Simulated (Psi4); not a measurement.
# SiH3Cl (chlorosilane): levels of theory compared

Wanted: a comparison of 5 runs (HF/aug-cc-pVDZ, B2PLYP/aug-cc-pVDZ, wB97X/aug-cc-pVDZ, MP2/aug-cc-pVDZ, CCSD(T)/aug-cc-pVDZ) of SiH3Cl (chlorosilane). 

Program for the calculation: Psi4 1.11.

9 further runs of the same task are left out: 7 that didn't finish, 2 set aside as unsound or not needed.

## 1. The molecule

SiH3Cl: 5 atoms, total charge 0, spin state singlet. SMILES: `[SiH3]Cl`. The Si1–H5 distance was set to 3.258 Å, away from the relaxed value. At this shape a bond of the SMILES string is far longer than usual.

Bond lengths: Si1–Cl2 2.054 Å, Si1–H3 1.481 Å, Si1–H4 1.481 Å. Angles: Cl2–Si1–H3 108.5°, Cl2–Si1–H4 108.5°, H3–Si1–H4 110.4°.

## 2. Energy and forces at HF/aug-cc-pVDZ (run 1)

job.py reads:

```python
import psi4

psi4.set_memory('1600 MB')
psi4.set_num_threads(1)
psi4.core.set_output_file('output.dat', False)

molecule = psi4.geometry("""
Si    -0.03296060    -3.31369145     0.10895783
Cl     3.65257226    -4.31921472     0.79077101
H     -1.61825185    -4.27159362     2.20655383
H     -0.83174784    -4.45565295    -2.31745052
H     -0.36055974     2.82589645    -0.19785433
units au
symmetry c1
""")

psi4.set_options({
    'basis': 'aug-cc-pVDZ',
    'reference': 'rhf',
    'puream': True,
    'e_convergence': 1e-09,
    'd_convergence': 1e-08,
    'scf_type': 'pk',
})

energy_value, wavefunction = psi4.gradient("hf", return_wfn=True)
psi4.oeprop(wavefunction, "MULLIKEN_CHARGES", "WIBERG_LOWDIN_INDICES", "MAYER_INDICES", title="HF")
print('gradient / Eh bohr^-1')
print(energy_value.np.round(6))
print(f'energy = {wavefunction.energy():.10f} Eh')
```

Run with:

```
$ python job.py
```

output.dat:

```text
[...]
  Running in c1 symmetry.
[...]
  Nuclear repulsion =   82.380996186488545
[...]
  Multiplicity = 1
[...]
  Nalpha       = 17
  Nbeta        = 17
[...]
    Number of basis functions: 81
[...]
   @RHF iter   1:  -750.00277902469793   -4.48970e-01   1.71321e-03 ADIIS/DIIS
[...]
   @RHF iter  11:  -750.02983393774389   -3.86535e-12   3.61357e-09 DIIS
[...]
  @RHF Final Energy:  -750.02983393774389
   => Energetics <=
    Nuclear Repulsion Energy =             82.3809961864885452
    One-Electron Energy =               -1200.4165762567668025
    Two-Electron Energy =                 368.0057461325343411
    Total Energy =                       -750.0298339377438879
[...]
 Multipole Moments:
 ------------------------------------------------------------------------------------
     Multipole            Electronic (a.u.)      Nuclear  (a.u.)        Total (a.u.)
 ------------------------------------------------------------------------------------
 L = 1.  Multiply by 2.5417464519 to convert [e a0] to [Debye]
 Dipole X            :          4.7619754           -5.0721876           -0.3102122
 Dipole Y            :         -4.3171831            2.9696938           -1.3474893
 Dipole Z            :          1.0035613           -1.0027239            0.0008374
 Magnitude           :                                                    1.3827363
[...]
  -Total Gradient:
     Atom            X                  Y                   Z
    ------   -----------------  -----------------  -----------------
       1        0.005764320230    -0.018783308066     0.001730379580
       2       -0.002974126289    -0.003913437713    -0.000354717301
       3       -0.000420935238    -0.009626128207    -0.000849277088
       4       -0.000808291261    -0.009518424304     0.001447523489
       5       -0.001560967441     0.041841298289    -0.001973908681
[...]
  Mulliken Charges: (a.u.)
   Center  Symbol    Alpha    Beta     Spin     Total
       1    SI     6.64933  6.64933  0.00000  0.70135
       2    CL     8.72402  8.72402  0.00000 -0.44803
       3     H     0.50828  0.50828  0.00000 -0.01656
       4     H     0.50824  0.50824  0.00000 -0.01648
       5     H     0.61014  0.61014  0.00000 -0.22028
   Total alpha = 17.00000, Total beta = 17.00000, Total charge = -0.00000
  Mayer Bond Indices:
[...]
```

The script printed:

```text
gradient / Eh bohr^-1
[[ 0.005764 -0.018783  0.00173 ]
 [-0.002974 -0.003913 -0.000355]
 [-0.000421 -0.009626 -0.000849]
 [-0.000808 -0.009518  0.001448]
 [-0.001561  0.041841 -0.001974]]
energy = -750.0298339377 Eh
```

Run time: 30 s. Hardware: 1 thread of Intel Xeon Platinum 8259CL at 2.50GHz (Skylake/Cascade Lake), shared host; peak memory 0.41 GiB.

## 3. The energy at B2PLYP/aug-cc-pVDZ (density fitting for correlation) (run 2)

job.json reads:

```json
{
 "schema_name": "qcschema_input",
 "schema_version": 1,
 "molecule": {
  "schema_name": "qcschema_molecule",
  "schema_version": 2,
  "symbols": ["Si", "Cl", "H", "H", "H"],
  "geometry": [-0.0329606, -3.31369145, 0.10895783, 3.65257226, -4.31921472, 0.79077101, -1.61825185, -4.27159362, 2.20655383, -0.83174784, -4.45565295, -2.31745052, -0.36055974, 2.82589645, -0.19785433],
  "molecular_charge": 0,
  "molecular_multiplicity": 1,
  "fix_symmetry": "c1",
  "fix_com": true,
  "fix_orientation": true
 },
 "driver": "energy",
 "model": {
  "method": "b2plyp",
  "basis": "aug-cc-pVDZ"
 },
 "keywords": {
  "puream": true,
  "e_convergence": 1e-09,
  "d_convergence": 1e-08,
  "scf_type": "pk",
  "dft_radial_points": 99,
  "dft_spherical_points": 590,
  "num_frozen_docc": 10
 }
}
```

Run with:

```
$ psi4 --qcschema job.json -n 1 --memory 1600MB
```

stdout:

```text
[...]
  Running in c1 symmetry.
[...]
  Nuclear repulsion =   82.380996186488545
[...]
  Multiplicity = 1
[...]
  Nalpha       = 17
  Nbeta        = 17
[...]
    Number of basis functions: 81
[...]
   @RKS iter   1:  -750.96175300874802   -3.25988e-01   2.25094e-03 ADIIS/DIIS
[...]
   @RKS iter  11:  -750.99737487930088   -9.09495e-13   2.80001e-09 DIIS
[...]
    Orbital Energies [Eh]
    ---------------------
    Doubly Occupied:
       1A   -102.950317     2A    -67.360510     3A     -9.948016
       4A     -7.586191     5A     -7.581684     6A     -7.581148
       7A     -5.740240     8A     -3.995309     9A     -3.993694
      10A     -3.991753    11A     -0.974531    12A     -0.640661
      13A     -0.480845    14A     -0.477428    15A     -0.429250
      16A     -0.402497    17A     -0.268580
[...]
  @RKS Final Energy:  -750.99737487930088
   => Energetics <=
    Nuclear Repulsion Energy =             82.3809961864885452
    One-Electron Energy =               -1200.9003703848181885
    Two-Electron Energy =                 391.4115710611454233
    DFT Exchange-Correlation Energy =     -23.8895717421167113
    Empirical Dispersion Energy =           0.0000000000000000
    VV10 Nonlocal Energy =                  0.0000000000000000
    Total Energy =                       -750.9973748793008781
[...]
 Multipole Moments:
 ------------------------------------------------------------------------------------
     Multipole            Electronic (a.u.)      Nuclear  (a.u.)        Total (a.u.)
 ------------------------------------------------------------------------------------
 L = 1.  Multiply by 2.5417464519 to convert [e a0] to [Debye]
 Dipole X            :        -59.1288630           58.8217206           -0.3071424
 Dipole Y            :        124.6597618         -125.7196807           -1.0599189
 Dipole Z            :        -14.6700956           14.6597658           -0.0103299
 Magnitude           :                                                    1.1035720
[...]
```

The result, in JSON:

```text
{
 "driver": "energy",
 "model": {
  "method": "b2plyp",
  "basis": "aug-cc-pVDZ"
 },
 "success": true,
 "return_result": -751.0973965216086,
 "properties": {
  "calcinfo_nbasis": 81,
  "calcinfo_nmo": 81,
  "calcinfo_nalpha": 17,
  "calcinfo_nbeta": 17,
  "calcinfo_natom": 5,
  "nuclear_repulsion_energy": 82.38099618648855,
  "return_energy": -751.0973965216086,
  "scf_one_electron_energy": -1200.9003703848182,
  "scf_two_electron_energy": 391.4115710611454,
  "scf_xc_energy": -23.88957174211671,
  "scf_dipole_moment": [-0.3071424176687714, -1.0599188519177858, -0.010329861760856929],
  "scf_total_energy": -750.9973748793009,
  "scf_iterations": 11
 }
}
```

Wall time 17 s (1 thread of Intel Xeon Platinum 8259CL at 2.50GHz (Skylake/Cascade Lake), shared host); peak memory 1 GiB.

Runs 3 to 4 aren't shown in full; the table further down has their settings and results.

## 4. A single-point energy at CCSD(T)/aug-cc-pVDZ (run 5)

clh3si.inp reads:

```
memory 1.6 GB

molecule {
  0 1
  Si    -0.017442    -1.753530     0.057658
  Cl     1.932858    -2.285630     0.418458
  H     -0.856342    -2.260430     1.167658
  H     -0.440142    -2.357830    -1.226342
  H     -0.190800     1.495400    -0.104700
  symmetry c1
}

set puream true
set e_convergence 1e-09
set d_convergence 1e-08
set scf_type pk
set num_frozen_docc 10

e, wfn = energy('ccsd(t)/aug-cc-pVDZ', return_wfn=True)
```

Run with:

```
$ psi4 -n 1 clh3si.inp clh3si.out
```

clh3si.out:

```text
[...]
  Running in c1 symmetry.
[...]
  Nuclear repulsion =   82.380996144496038
[...]
  Multiplicity = 1
[...]
  Nalpha       = 17
  Nbeta        = 17
[...]
    Number of basis functions: 81
[...]
   @RHF iter   1:  -750.00277902452558   -4.48970e-01   1.71321e-03 ADIIS/DIIS
[...]
   @RHF iter  11:  -750.02983393771615   -3.52429e-12   3.61357e-09 DIIS
[...]
    Orbital Energies [Eh]
    ---------------------
    Doubly Occupied:
       1A   -104.866869     2A    -68.917747     3A    -10.594470
       4A     -8.061681     5A     -8.058993     6A     -8.058837
       7A     -6.253687     8A     -4.360188     9A     -4.359044
      10A     -4.358402    11A     -1.134615    12A     -0.746025
      13A     -0.567160    14A     -0.563802    15A     -0.511953
      16A     -0.484363    17A     -0.304707
[...]
  @RHF Final Energy:  -750.02983393771615
   => Energetics <=
    Nuclear Repulsion Energy =             82.3809961444960379
    One-Electron Energy =               -1200.4165761785973245
    Two-Electron Energy =                 368.0057460963851099
    Total Energy =                       -750.0298339377161483
[...]
 Multipole Moments:
 ------------------------------------------------------------------------------------
     Multipole            Electronic (a.u.)      Nuclear  (a.u.)        Total (a.u.)
 ------------------------------------------------------------------------------------
 L = 1.  Multiply by 2.5417464519 to convert [e a0] to [Debye]
 Dipole X            :          4.7619754           -5.0721876           -0.3102122
 Dipole Y            :         -4.3171831            2.9696938           -1.3474893
 Dipole Z            :          1.0035613           -1.0027239            0.0008374
 Magnitude           :                                                    1.3827363
[...]
      * MP2 total energy                      = -750.311576449945619
[...]
      * CCSD total energy                     = -750.372528331085732
[...]
      * CCSD(T) total energy                  = -750.390120353971952
[...]
```

It took 31 s on 1 thread of Intel Xeon Platinum 8259CL at 2.50GHz (Skylake/Cascade Lake), shared host; peak memory 0.53 GiB.

## 5. All runs side by side

| run | level | task | frozen core orbitals | energy (Eh) | HOMO energy (eV) | LUMO energy (eV) | HOMO–LUMO gap (eV) | wall time |
| --- | --- | --- | --- | --- | --- | --- | --- | --- |
| 1 | HF/aug-cc-pVDZ | gradient | 0 | -750.029834 | -8.29 | -1.32 | 6.97 | 30 s |
| 2 | B2PLYP/aug-cc-pVDZ (density fitting for correlation) | energy | 10 | -751.097397 | -7.31 | -3.10 | 4.21 | 17 s |
| 3 | wB97X/aug-cc-pVDZ | energy | 0 | -751.345115 | -8.63 | -2.29 | 6.34 | 33 s |
| 4 | MP2/aug-cc-pVDZ | energy | 10 | -750.311576 | -8.29 | -1.32 | 6.97 | 20 s |
| 5 | CCSD(T)/aug-cc-pVDZ | energy | 10 | -750.390120 | -8.29 | -1.32 | 6.97 | 31 s |

## 6. What came out

```
                                           quantity          value
                                run 5: total energy  -750.39012 Eh
         run 5: HOMO energy (Hartree–Fock orbitals)       -8.29 eV
         run 5: LUMO energy (Hartree–Fock orbitals)       -1.32 eV
       run 5: HOMO–LUMO gap (Hartree–Fock orbitals)        6.97 eV
run 5: correlation energy (10 core orbitals frozen)     -360.3 mEh
                              run 5: (T) correction     -17.59 mEh
                               run 5: T1 diagnostic          0.046
```

In words: Below the HF energy at the same shape and in the same basis (aug-cc-pVDZ): MP2 -281.7 mEh; CCSD(T) -360.3 mEh. Over runs 1, 2, 3 the HOMO–LUMO gap runs from 4.21 eV (B2PLYP/aug-cc-pVDZ) to 6.97 eV (HF/aug-cc-pVDZ). Exact exchange widens orbital gaps. A double hybrid's value is that of its SCF part. Totals of different functionals can't be ranked against each other. In run 5 the T1 diagnostic is large, so a single reference may not serve. In runs 1, 2, 3, 4, 5 a closed-shell determinant meets a far-stretched bond, which it describes badly. All runs together took 2.2 min, the longest 33 s.
